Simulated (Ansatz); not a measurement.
Total energies of AlH2(OH) (AlOH3) from Ansatz at PBE0-D4/def2-TZVP, gas phase (1 Eh = 27.2114 eV = 2625.5 kJ/mol). The reference geometry is relaxed at r2SCAN-D4/def2-TZVP.

```csv
atom,x (Å),y (Å),z (Å)
Al1,0.1553,0.2959,-0.3882
H2,-1.2074,0.8770,-0.9474
H3,1.5764,0.6308,-0.9804
O4,0.1400,-0.7643,0.9369
H5,-0.6643,-1.0395,1.3790
```

```
                 state   geometry  energy (Eh)
      charge 0 singlet  reference   -319.33511
      charge 1 doublet  reference   -318.93541
free Al atom (doublet)          –   -242.24894
 free H atom (doublet)          –     -0.50104
 free O atom (triplet)          –    -75.01860
```

Problem. Work out the vertical ionisation energy to the doublet.

Solution. E(charge 1 doublet) − E(charge 0 singlet) = -318.93541 − (-319.33511) = 0.39970 Eh = 10.88 eV. For comparison, −ε of the highest occupied level is 8.38 eV at this level, 2.50 eV less.

Problem. What is the binding energy per atom against free atoms?

Solution. Atoms: 1 × (-242.24894) + 3 × (-0.50104) + 1 × (-75.01860) = -318.77066 Eh. Binding: -318.77066 − (-319.33511) = 0.56445 Eh = 15.36 eV, or 3.07 eV for each of 5 atoms (no zero-point energy, no counterpoise term).
